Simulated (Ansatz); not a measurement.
Relaxation of CH7AlO (10 atoms, charge 0, multiplicity 1), to a largest force component of 0.03 eV/Å in at most 50 steps.

Theory: RKS PBE0-D4/6-31G* in Ansatz 0.2.0.

```xyz
10
Properties=species:S:1:pos:R:3:forces:R:3
Al 0.115 0.299 0.135 -0.08 -0.56 0.06
C 0.019 0.134 2.097 0.01 0.20 0.10
H -0.940 -0.254 2.468 0.00 0.01 -0.02
H 0.831 -0.482 2.506 0.01 0.01 -0.01
H 0.138 1.121 2.567 0.00 -0.01 0.01
H 1.521 0.516 -0.585 0.01 0.01 0.00
H -1.239 0.396 -0.712 0.01 0.01 0.00
O -0.187 -2.590 0.713 0.01 0.89 0.52
H -1.100 -2.783 0.460 -0.01 0.00 0.01
H -0.269 -2.104 1.566 0.04 -0.57 -0.67
```

Q: Where does it end, and by what steps?

A: It converged. After 8 steps the energy has fallen by 0.637 eV; H9 moved furthest, 0.59 Å. Joined: Al1–O8 (2.96 → 2.06 Å).

```csv
step,energy less start (eV),largest force component (eV/Å),accepted
0,0.0000,0.889,yes
1,-0.1163,1.557,yes
2,-0.3132,1.864,yes
3,-0.5359,0.666,yes
4,-0.6030,0.519,yes
5,-0.6270,0.177,yes
6,-0.6345,0.101,yes
7,-0.6354,0.183,yes
8,-0.6367,0.008,yes
```

```xyz
10
Properties=species:S:1:pos:R:3
Al 0.039 -0.121 0.300
C 0.012 0.240 2.246
H -0.932 -0.039 2.733
H 0.828 -0.258 2.789
H 0.145 1.314 2.434
H 1.417 0.078 -0.494
H -1.334 0.071 -0.528
O -0.137 -2.167 0.400
H -0.987 -2.418 0.009
H -0.161 -2.448 1.327
```

Whether the end is a true minimum wasn't checked by a vibrational analysis.

Run time: 20 s on 1 thread of Intel(R) Xeon(R) Platinum 8375C CPU @ 2.90GHz (Ice Lake), on a shared host, peak memory 0.15 GiB.
